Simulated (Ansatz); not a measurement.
```yaml
crystal:
  periodic: [false, false, false]
  atoms:
    - {symbol: As, position_ang: [0.000000, 0.000000, -1.830175]}
    - {symbol: Be, position_ang: [0.000000, 0.000000, 0.269477]}
    - {symbol: H, position_ang: [0.000000, 0.000000, 1.560698]}
basis:
  gaussian: {orbitals: def2-TZVP}
hamiltonian: {xc: pbe0}
relax: {f_tol: 0.004, max_steps: 80}
```

```sh
$ ansatz run in.yaml --threads 1 --pin off --events-out ev --progress --plain --max-ram 2176MiB
```

Steps of the relaxation (energy above the last step; positions in Å, forces in eV/Å):

```
3
step 1, 26.0 meV
As    0.000    0.000   -1.830    0.000    0.000   -0.426
Be    0.000    0.000    0.269    0.000    0.000   -0.359
H     0.000    0.000    1.561    0.000    0.000    0.786
```

```
3
step 2, 1.9 meV
As    0.000    0.000   -1.862    0.000    0.000   -0.067
Be    0.000    0.000    0.269    0.000    0.000   -0.162
H     0.000    0.000    1.593    0.000    0.000    0.229
```

```
3
step 3, 0.0 meV
As    0.000    0.000   -1.871    0.000    0.000   -0.001
Be    0.000    0.000    0.266    0.000    0.000   -0.006
H     0.000    0.000    1.605    0.000    0.000    0.007
```

```
3
step 4, 0.0 meV
As    0.000    0.000   -1.871    0.000    0.000    0.000
Be    0.000    0.000    0.266    0.000    0.000    0.000
H     0.000    0.000    1.605    0.000    0.000    0.000
```

Close pairs at the end: Be2–H3 1.339 Å, As1–Be2 2.137 Å.

A stationary point of restricted PBE0 after 4 steps (its stability towards spin polarisation wasn't tested); no frequencies were run, so it isn't proven a minimum. 8.5 s on 1 thread of Arm Neoverse V1, shared host.
